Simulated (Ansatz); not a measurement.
Steps of a relaxation of `FC1C=C1` with RKS PBE0-D4/def2-TZVP.

```sh
$ ansatz run in.yaml --threads 2 --pin off --events-out ev --progress --plain --max-ram 4352MiB
```

```yaml
crystal:
  periodic: [false, false, false]
  atoms:
    - {symbol: F, position_ang: [-1.546900, -0.990564, 0.008638]}
    - {symbol: C, position_ang: [-0.531415, -0.157315, -0.445668]}
    - {symbol: C, position_ang: [0.182520, 0.697574, 0.527197]}
    - {symbol: C, position_ang: [0.840256, -0.352694, 0.071263]}
    - {symbol: H, position_ang: [-0.763235, 0.148849, -1.485515]}
    - {symbol: H, position_ang: [0.141951, 1.567808, 1.192728]}
    - {symbol: H, position_ang: [1.738124, -0.981557, 0.085757]}
basis:
  gaussian: {orbitals: def2-TZVP}
hamiltonian: {xc: pbe0, dispersion: d4}
relax: {f_tol: 0.005, max_steps: 150}
```

Positions (Å) and forces (eV/Å) along the path, 6 of 6 steps:

```xyz
7
step=1 energy=-5870.0374 eV
F    -1.547   -0.991    0.009    0.240    0.180   -0.067
C    -0.531   -0.157   -0.446    0.465    0.344   -0.120
C     0.183    0.698    0.527    0.303   -0.802   -0.344
C     0.840   -0.353    0.071   -0.602    0.640    0.281
H    -0.763    0.149   -1.486    0.097   -0.227    0.665
H     0.142    1.568    1.193    0.028   -0.514   -0.402
H     1.738   -0.982    0.086   -0.531    0.380   -0.013
7
step=2 energy=-5870.0783 eV
F    -1.537   -0.985    0.009    0.060    0.039   -0.003
C    -0.526   -0.154   -0.446    0.283    0.171    0.016
C     0.184    0.690    0.523    0.026   -0.269   -0.137
C     0.834   -0.348    0.072   -0.248    0.166    0.051
H    -0.757    0.146   -1.471    0.017   -0.073    0.193
H     0.144    1.549    1.180    0.002   -0.130   -0.109
H     1.720   -0.968    0.087   -0.139    0.096   -0.010
7
step=3 energy=-5870.0827 eV
F    -1.531   -0.981    0.010   -0.034   -0.028    0.017
C    -0.521   -0.151   -0.446    0.089    0.055    0.003
C     0.183    0.687    0.521   -0.020   -0.007    0.003
C     0.830   -0.347    0.072   -0.015   -0.016   -0.001
H    -0.754    0.146   -1.464   -0.022   -0.006   -0.017
H     0.143    1.542    1.175   -0.005    0.011    0.002
H     1.712   -0.964    0.086    0.006   -0.008   -0.006
7
step=4 energy=-5870.0828 eV
F    -1.531   -0.981    0.011   -0.025   -0.021    0.011
C    -0.520   -0.150   -0.446    0.048    0.036   -0.014
C     0.182    0.687    0.521   -0.004   -0.005    0.006
C     0.830   -0.347    0.073   -0.004   -0.006    0.005
H    -0.754    0.146   -1.465   -0.014   -0.007   -0.004
H     0.142    1.543    1.174   -0.004    0.005   -0.001
H     1.712   -0.965    0.086    0.002   -0.004   -0.004
7
step=5 energy=-5870.0829 eV
F    -1.531   -0.981    0.011    0.006    0.004   -0.002
C    -0.519   -0.149   -0.446   -0.005   -0.002   -0.002
C     0.183    0.687    0.522    0.000    0.001    0.003
C     0.830   -0.347    0.073    0.002   -0.002    0.001
H    -0.755    0.145   -1.465   -0.001   -0.001    0.002
H     0.141    1.543    1.174   -0.001    0.001    0.000
H     1.712   -0.966    0.085    0.000   -0.001   -0.001
7
step=6 energy=-5870.0829 eV
F    -1.530   -0.981    0.011   -0.002   -0.002    0.001
C    -0.519   -0.149   -0.446   -0.001    0.000   -0.002
C     0.183    0.687    0.522    0.003   -0.001    0.000
C     0.830   -0.347    0.073    0.000    0.003    0.001
H    -0.755    0.145   -1.465    0.001    0.000    0.000
H     0.141    1.543    1.175   -0.001    0.000   -0.001
H     1.712   -0.966    0.085   -0.001    0.000    0.000
```

Run time 14 s (2 threads of an Arm Neoverse V1 on a shared host); peak host memory 0.23 GiB.
